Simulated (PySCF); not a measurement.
An unknown is described by computed data only.

Formula: C3H8O.

| Property | Result |
| --- | --- |
| Rotational structure | rotational constants A, B, C: 15.807, 5.261, 4.520 GHz [GFN2-xTB] |
| UV, strongest line | among the 8 lowest singlet transitions: S4 at 8.21 eV (151 nm, f = 0.050) [TDDFT PBE0/def2-SVPD] |
| Triplet | lowest triplet excitation (Tamm–Dancoff): 6.80 eV [TDA PBE0/def2-SVPD] |
| XPS | C1s 290.6, C1s 292.0, C1s 292.1, O1s 538.2 eV [ΔSCF SCAN, pcX-2 on the ionised atom, pcseg-1 elsewhere, spin-free X2C] |
| Polarisability | 44.3 au [PBE0/def2-SVPD] |
| UV, first state | lowest singlet excitation: 6.96 eV (178 nm, f = 0.014) [TDDFT PBE0/def2-SVPD] |
| Dipole | 1.34 D [PBE0/def2-SVPD] |

The electronic properties come from PySCF, for the isolated species, density fitting. Levels stand in brackets. Geometry: GFN2-xTB, one conformer, isolated molecule.

**Question.** Propose a structure and show how it fits.

**Answer.** Numbering: `[CH3:1][CH2:2][O:3][CH3:4]`. Its formula, C3H8O, gives 0 degrees of unsaturation, so no ring and no π bond. The core levels belong to: C1s 290.6 eV, methyl carbon [C1]; C1s 292.0 eV, sp3 carbon bound to oxygen [C2]; C1s 292.1 eV, methoxy carbon [C4]; O1s 538.2 eV, ether oxygen [O3]. The optimised geometry has point group C1 and is an asymmetric top. Structure: `CCOC` (C3H8O). Computed isomers that give other values at the same levels: `CCCO` (1-propanol) (rotational constant A: 26.077 GHz; this holds for the one conformer computed). The assignments are read from this structure; whether some other isomer fits the data as well wasn't checked.

Conformer computed: `[CH3:1][CH2:2][O:3][CH3:4]`: C1–C2–O3–C4 -69°.
